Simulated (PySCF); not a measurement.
Molecule: `C=CC=C=C`, C$_{5}$H$_{6}$.

Bonds (- single, = double, # triple, : aromatic): C1=C2 1.306 Å, C2=C3 1.318 Å, C3-C4 1.458 Å, C4=C5 1.340 Å. C1 carries H6, H7; C3 carries H8; C4 carries H9; C5 carries H10, H11. H10 is cis to C3; H11 is trans to C3.

Geometry PBE0-D3(BJ)/def2-SVP throughout; GIAO in PySCF 2.14, gas phase, one conformer, non-relativistic; equivalent atoms averaged; functional PBE0.

Problem. How do the shifts δ (against TMS at the same level) depend on the basis set? (a selection of nuclei; ppm; last column core-seconds on shared hosts with different chips, so compare them loosely)

Solution. 
```tsv
basis set	functions	C2	C4	C5	C1	H9	H8	H11	H10	H6/H7	core-s
STO-3G	31	180.1	109.8	106.1	77.1	5.91	5.48	5.29	5.22	4.77	2.2
6-31G	57	210.3	130.2	115.0	75.2	6.49	5.94	5.35	5.54	5.11	4
pcSseg-0	57	234.8	144.6	130.5	85.0	6.23	5.75	5.44	5.60	5.19	2.5
6-31G*	82	206.6	127.2	112.5	74.0	6.17	5.71	5.01	5.14	4.80	5.3
def2-SVP	100	215.0	132.3	115.8	75.3	6.11	5.77	4.99	5.14	4.92	6.3
cc-pVDZ	100	214.4	133.8	116.1	75.7	6.22	5.79	5.07	5.24	4.97	4.8
pcSseg-1	115	228.8	141.3	122.7	80.7	6.28	5.98	5.24	5.38	5.19	9.4
aug-cc-pVDZ	169	213.5	134.6	114.4	74.5	6.60	6.21	5.25	5.46	5.18	10
6-311+G(2d,p)	171	225.1	139.6	119.3	77.8	6.54	6.15	5.12	5.36	5.08	15
def2-TZVP	191	226.5	140.9	120.3	78.2	6.56	6.15	5.15	5.35	5.08	18
cc-pVTZ	234	225.3	139.7	119.9	77.6	6.47	6.10	5.16	5.34	5.08	15
IGLO-III	235	231.7	144.5	123.4	80.3	6.52	6.17	5.14	5.36	5.13	15
pcSseg-2	264	233.3	145.7	124.8	81.0	6.55	6.18	5.20	5.40	5.14	24
```

Problem. Which nucleus among those listed moves most, in ppm?

Solution. C2 (central carbon of an allene): from 180.1 ppm with STO-3G to 234.8 ppm with pcSseg-0. The smallest spread is 0.42 ppm, at H6/H7. Proton shifts span only some 12 ppm, so a few tenths of a ppm matter as much there as several ppm in carbon.

Problem. Taking the largest basis, pcSseg-2 (264 functions), as the yardstick, rank the others by their worst heavy-atom deviation.

Solution. IGLO-III 1.6 ppm (235 functions), pcSseg-1 4.5 ppm (115 functions), pcSseg-0 5.7 ppm (57 functions), def2-TZVP 6.8 ppm (191 functions), cc-pVTZ 8.0 ppm (234 functions), 6-311+G(2d,p) 8.2 ppm (171 functions), def2-SVP 18.3 ppm (100 functions), cc-pVDZ 18.9 ppm (100 functions), aug-cc-pVDZ 19.8 ppm (169 functions), 6-31G 23.0 ppm (57 functions), 6-31G* 26.7 ppm (82 functions), STO-3G 53.2 ppm (31 functions).

A small basis that lands close on one nucleus may do so by chance; judge by the trend and by all nuclei.
